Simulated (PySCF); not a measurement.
Gas-phase reaction: HBO₂ + 5 BH₃ = 2 H₂O + 6 BH₂

Energies from PySCF, thermal terms from the rigid-rotor harmonic-oscillator model, ideal gas at 1 bar. Table values come from the NASA 1993 polynomials. After a fit of one offset per element over all species, the range-separated, M06-2X, PBE0/def2-QZVP and CCSD(T)/def2-TZVPP enthalpies, where run, lie to one side of the table for BH₂ (+121 kJ/mol): a fault of the table's entry, another state or a shared error of the levels is possible; this was not checked at source. † marks an energy on the PBE0/def2-TZVP geometry and frequencies. MP2 freezes the core. Open shells (unrestricted): BH₂ (multiplicity 2); the rest are closed-shell singlets. For this reaction the table lies outside the span of B3LYP, CCSD(T), M06-2X, MP2, PBE0, r2SCAN, ωB97M-V, ωB97X-V in their largest bases here; which side is off was not settled. MP2 isn't extrapolated to the basis-set limit. The table's entry may be an old estimate for HBO₂, BH₃, BH₂ (not checked at source).

MP2/def2-TZVPP† gives ΔH°(298 K) = 1492.4 kJ.

What does PBE0/def2-SVP† give, and where does the table lie?

PBE0/def2-SVP†: 1504.3 kJ. Table: 748.5 kJ.
